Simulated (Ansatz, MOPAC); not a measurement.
System: CH2O2, net charge 0, singlet state. SMILES: OC=O
Geometry from a B3LYP-D3(BJ)/def2-TZVP (Ansatz, a first-principles code) optimisation:
```
C
O 1 1.1967
O 1 1.3439 2 125.18
H 3 0.9719 1 107.71 2 0.00
H 1 1.0974 2 125.25 3 -180.00
```

Wanted: vertical ionisation energy to the doublet, in eV. Set-up: valence correlation only; each state is the SCF solution reached for its charge and spin; spin-orbit terms left out; UHF or UKS for open shells; dispersion terms only where a functional's name holds one; non-relativistic. CBS marks a two-point X^-3 extrapolation of the correlation energy; Hartree-Fock from the larger set. [CCSD(T)-MP2]/basis is that difference in the basis named. First-principles rows: single points at B3LYP-D3(BJ) geometries (Ansatz). Semi-empirical rows: differences of heats of formation at the shared geometry for vertical values.

| species | coefficient | E at B3LYP/STO-3G (Ansatz), Eh | E at PBE/def2-TZVPD (Ansatz), Eh | heat of formation at AM1 (MOPAC), kcal/mol |
|---|---|---|---|---|
| charge 1, doublet | +1 | -186.81819 | -189.23151 | 163.82 |
| charge 0, singlet | -1 | -187.13967 | -189.64725 | -93.99 |

Coupled cluster (Ansatz) is a level with limits of its own, used here on species with T1 under 0.025 (0.045 for open shells) and stable references: RI-MP2/CBS(aug-cc-pVTZ,aug-cc-pVQZ)+[CCSD(T)-MP2]/aug-cc-pVTZ. Value to compare with, RI-MP2/CBS(aug-cc-pVTZ,aug-cc-pVQZ)+[CCSD(T)-MP2]/aug-cc-pVTZ (Ansatz): 11.65 eV. 1 Eh = 27.2114 eV and 1 eV = 23.0605 kcal/mol.

Task: Compute it at each level from the table, and compare with RI-MP2/CBS(aug-cc-pVTZ,aug-cc-pVQZ)+[CCSD(T)-MP2]/aug-cc-pVTZ (Ansatz).

Result: 
- B3LYP/STO-3G: the sum of coefficient times E is 0.32148 Eh, or 8.748 eV. Result: 8.75 eV. Its difference against RI-MP2/CBS(aug-cc-pVTZ,aug-cc-pVQZ)+[CCSD(T)-MP2]/aug-cc-pVTZ (Ansatz) is -2.90 eV.
- PBE/def2-TZVPD: the sum of coefficient times E is 0.41574 Eh, or 11.313 eV. Result: 11.31 eV. Its difference against RI-MP2/CBS(aug-cc-pVTZ,aug-cc-pVQZ)+[CCSD(T)-MP2]/aug-cc-pVTZ (Ansatz) is -0.34 eV.
- AM1: the sum of coefficient times heat of formation is 257.81 kcal/mol, or 11.18 eV. Its difference against RI-MP2/CBS(aug-cc-pVTZ,aug-cc-pVQZ)+[CCSD(T)-MP2]/aug-cc-pVTZ (Ansatz) is -0.47 eV.
